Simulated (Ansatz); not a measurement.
Saddle point of BNH5Cl, singlet (BH₂Cl ([BH2][Cl]) + NH₃ → BNH₄ ([BH2][NH2]) + HCl; bonds formed: Cl2–H5; dative contacts that become bonds: B1–N6; bonds broken: B1–Cl2, H5–N6), PBE0-D4/def2-TZVP structure:

B1  (-0.552, -0.611, 0.011)
Cl2  (0.243, 0.445, -2.080)
H3  (-1.700, -0.310, -0.052)
H4  (-0.150, -1.714, -0.171)
H5  (0.581, 0.697, -0.627)
N6  (0.374, 0.357, 0.659)
H7  (1.221, 0.007, 1.082)
H8  (-0.019, 1.129, 1.179)
(Å)

Energies are electronic, without zero-point energy. Barriers and step energies count from the start structure reached by relaxing down the imaginary mode; all methods use the PBE0-D4 structures, on which another method's saddle can fall below an end. Program: Ansatz 0.2.0. Basis: def2-TZVPP, with def2-QZVPP for the basis limit. Cores are frozen in the correlated methods. B3LYP uses VWN-RPA correlation. Extrapolation: Hartree–Fock as exp(−7.88 √X), correlation as X^−2.97.

| method | barrier (kcal/mol) | step energy (kcal/mol) |
| --- | --- | --- |
| SPW92 | 26.66 | 19.85 |
| PBE-D4 | 27.51 | 15.08 |
| BLYP-D4 | 26.33 | 10.34 |
| r2SCAN-D4 | 28.93 | 15.67 |
| B97M-V | 32.22 | 14.49 |
| PBE0-D4 | 30.74 | 16.59 |
| B3LYP-D4 | 29.06 | 11.95 |
| r2SCAN0-D4 | 31.31 | 16.76 |
| BHLYP-D4 | 32.46 | 13.33 |
| CAM-B3LYP-D4 | 30.74 | 12.89 |
| wB97X-V | 32.41 | 15.22 |
| wB97M-V | 31.75 | 14.68 |
| B2PLYP | ? | 12.69 |
| PBE-QIDH | 33.04 | 17.38 |
| RPA on PBE | ? | 12.94 |
| HF | 35.92 | 9.91 |
| MP2 | ? | 15.75 |
| CCSD | 33.99 | 13.87 |
| CCSD(T) | 32.89 | 14.35 |

Problem. Fill in the withheld barriers. (An estimate is asked for; the value comes from the calculation.)

Solution. The calculation gives: MP2 32.54; B2PLYP 30.67; RPA on PBE 32.25 kcal/mol. Each is the energy of the saddle less that of the start structure, by the same method.

For comparison, the barrier by CCSD(T) at an estimated basis limit (MP2 extrapolated from triple and quadruple zeta, plus CCSD(T) − MP2 in triple zeta) is 32.52 kcal/mol.

The T1 diagnostic stays at or below 0.012.

The step is the kind of exchange with an N–H group that builds nitride films in atomic layer and chemical vapour deposition.

Labels in which every atom is bracketed show which atoms are joined, not bond orders.

For scale, one of the runs: CCSD(T)/def2-TZVPP, 174 basis functions, launched by `ansatz run in.yaml --threads 2 --pin off --events-out ev --progress --plain --max-ram 4352MiB`. Hardware: 2 CPU threads of an Intel Xeon 6975P-C, shared host. Wall time 12 s; peak host memory 1.7 GiB.
